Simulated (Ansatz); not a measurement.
## CCSD(T) forces

CH₄OSi (SMILES OC=[SiH2]), closed shell, displaced at random from a GFN2-xTB minimum.

O1  (-1.162, -1.031, -0.667)
C2  (-0.483, 0.189, -0.372)
Si3  (1.007, 0.086, 0.725)
H4  (-1.968, -0.803, -1.173)
H5  (-0.848, 1.019, -0.766)
H6  (1.783, 1.445, 0.952)
H7  (1.631, -1.117, 1.297)
(Å)

Ansatz 0.2.0; basis: def2-TZVPP; cores frozen in the correlated methods.

CCSD(T) forces from the calculation:
```csv
atom,Fx,Fy,Fz (eV/Å)
O1,-0.260,1.499,-0.312
C2,3.243,-5.561,3.091
Si3,-1.148,2.122,-1.207
H4,0.724,-0.188,0.469
H5,-1.561,3.653,-1.655
H6,-0.809,-1.424,-0.245
H7,-0.190,-0.100,-0.141
```

Q: Which atom feels the largest CCSD(T) force, and how large is it?

A: C2, 7.14 eV/Å, along (0.45, -0.78, 0.43).

Root-mean-square difference of the force components from those of CCSD(T): PBE0-D4 0.251; wB97M-V 0.248; r2SCAN-D4 0.144; PBE-D4 0.203; BHLYP-D4 0.374; B97M-V 0.182 eV/Å.

T1 diagnostic: at most 0.017. The restricted Hartree–Fock reference is unstable towards an unrestricted one here. A large double-excitation amplitude points to some diradical character; no triplet was computed. These are differences at one structure, and CCSD(T) in triple zeta is itself an approximation.

For scale, one of the runs: CCSD(T)/def2-TZVPP forces, 160 basis functions (an equivalent command: `ansatz run in.yaml --threads 4`). The run took 57 s on 4 CPU threads (shared host), with 2.2 GiB of host memory at its peak.
